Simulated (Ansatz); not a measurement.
The same path of AlClH$_{3}$N (6 atoms, charge 0, multiplicity 1) was run 3 times with different band settings. The coordinate that changes most is the dihedral H4–N1–Al2–Cl3.

Computed with RKS BHLYP/def2-SVPD (Ansatz).

Relaxed end points:

```xyz
6
Properties=species:S:1:pos:R:3
N -0.637 0.255 -0.720
Al 0.478 -0.064 0.605
Cl 1.419 -1.957 0.652
H -1.147 1.112 -0.844
H -0.853 -0.393 -1.457
H 0.782 0.982 1.718
```

```xyz
6
Properties=species:S:1:pos:R:3
N -0.638 0.254 -0.718
Al 0.477 -0.064 0.607
Cl 1.409 -1.961 0.655
H -0.870 -0.402 -1.444
H -1.128 1.120 -0.857
H 0.791 0.989 1.711
```

Common settings: spring 5.0 eV/Å²; optimiser quadratic models (default); force threshold 0.05 eV/Å; iteration limit 60; end points relaxed.

| run | movable images | climbing image | start path |
| --- | --- | --- | --- |
| 1 | 5 | yes | through a guess of the saddle point |
| 2 | 3 | no | through a guess of the saddle point |
| 3 | 5 | yes | straight line |

(1) What does each run give, and how far can it be trusted?

## Answers

(1) Run 1: converged after 12 iterations, highest image 0.395 eV above the first end. A vibrational analysis at the climbing image gives one clearly imaginary mode, 412i cm⁻¹: a first-order saddle point.
Run 2: converged after 11 iterations, highest image 0.395 eV above the first end. No image climbed, so the highest image needn't sit at the top of the path. So few images can step over the top or miss a turn of the path.
Run 3: converged after 5 iterations, highest image 0.396 eV above the first end. Another band between the same ends (5 images) ends at a top of the same energy, where a vibrational analysis finds 1 clearly imaginary mode.
